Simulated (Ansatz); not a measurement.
# H₂F (doublet): wave-function methods side by side at distance H1–H2 along a hydrogen transfer = 0.891 Å, cc-pVDZ

Aim: climb from Hartree-Fock through coupled cluster and multireference methods for H₂F (doublet) at one geometry and basis, and see what each rung misses.

The runs use Ansatz 0.2.0, Gaussian basis; cc-pVDZ, core rule «outside noble gas», up to 1 orbitals frozen.

Plan: UHF; CCSD(T) on ROHF; CCSD(T) on UHF; BCCD(T) on ROHF; CISD; CCSDT(Q) on ROHF; CCSDT(Q) on UHF; CCSDTQ on ROHF; CCSDTQ on UHF; CASSCF and MRCISD+Q, 3 electrons in 3 orbitals; CASSCF and NEVPT2, 3 electrons in 3 orbitals; CASSCF and MRCISD+Q, 9 electrons in 6 orbitals; CASSCF and MRCISD+Q(relaxed), 9 electrons in 6 orbitals; CASSCF and NEVPT2, 9 electrons in 6 orbitals; Full CI.

## (1) The system

The geometry derives from fragments relaxed apart (PBE0/def2-TZVP) and kept rigid, so it is no stationary point. A hydrogen atom is moved between rigid fragments.

3 atoms, charge 0, spin multiplicity 2.

Atoms are counted from 1 here; the program's logs count them from 0.

Bond lengths: H2–F3 1.010 Å.

## (2) UHF

in.yaml

```yaml
crystal:
  periodic: [false, false, false]
  atoms:
    - {symbol: H, position_ang: [0.000000, 0.000000, -0.930667]}
    - {symbol: H, position_ang: [0.000000, 0.000000, -0.039667]}
    - {symbol: F, position_ang: [0.000000, 0.000000, 0.970333]}
basis:
  gaussian: {orbitals: cc-pVDZ}
magnetization: {spin_polarized: true, initial_magnetization: 1}
hamiltonian: {xc: hf}
output: {orbitals: {seedname: orbitals}}
```

Run with:

```bash
$ ansatz run in.yaml --threads 1 --pin off --events-out ev --progress --plain --max-ram 5632MiB --backend cpu
```

The runs that follow: CCSD(T) on ROHF; CCSD(T) on UHF; BCCD(T) on ROHF; CISD; CCSDT(Q) on ROHF; CCSDT(Q) on UHF; CCSDTQ on ROHF; CCSDTQ on UHF; CASSCF and MRCISD+Q, 3 electrons in 3 orbitals; CASSCF and NEVPT2, 3 electrons in 3 orbitals; CASSCF and MRCISD+Q, 9 electrons in 6 orbitals; CASSCF and MRCISD+Q(relaxed), 9 electrons in 6 orbitals; CASSCF and NEVPT2, 9 electrons in 6 orbitals; Full CI.

Q: Predict the results of all the runs planned. Wanted: FCI below the RHF energy; RMP2 from FCI; UMP2 from FCI; RCCSD from FCI; RCCSD(T) from FCI; UCCSD(T) from FCI; RCCSDT(Q) from FCI; UCCSDT(Q) from FCI; NEVPT2 pair from FCI.

The runs gave:

```
                         quantity                                                                                                                             value
         FCI below the RHF energy                                                                                                                        -6.1947 eV
                    RMP2 from FCI                                                                                                                        +278.2 meV
                    UMP2 from FCI                                                                                                                        +325.2 meV
                   RCCSD from FCI                                                                                                                         +92.5 meV
                RCCSD(T) from FCI                                                                                                                         +18.4 meV
                UCCSD(T) from FCI                                                                                                                         +17.1 meV
               RCCSDT(Q) from FCI                                                                                                                          -0.2 meV
               UCCSDT(Q) from FCI                                                                                                                          -0.4 meV
             NEVPT2 pair from FCI                                                                                                                        +240.0 meV
           MRCISD+Q pair from FCI                                                                                                                         +44.9 meV
          NEVPT2 valence from FCI                                                                                                                        +672.5 meV
levels within 1 kcal/mol (43 meV)  RCCSD(T), UCCSD(T), BCCD(T), RCCSDT, UCCSDT, RCCSDT(Q), UCCSDT(Q), RCCSDTQ, UCCSDTQ, MRCISD+Q valence, MRCISD+Q(relaxed) valence
                    T1 diagnostic                                                                                                                             0.023
   effectively unpaired electrons                                                                                                                              1.02
```

RCCSD(T) misses by +18.4 meV, 0.3 % of the correlation energy. One determinant dominates. Of the multireference levels listed MRCISD+Q(relaxed) valence comes nearest in total energy (+10.7 meV), which doesn't show that its space is the better one. These misses are within one basis, not against nature; the frozen cores of restricted and unrestricted runs differ, which can shift their rows.
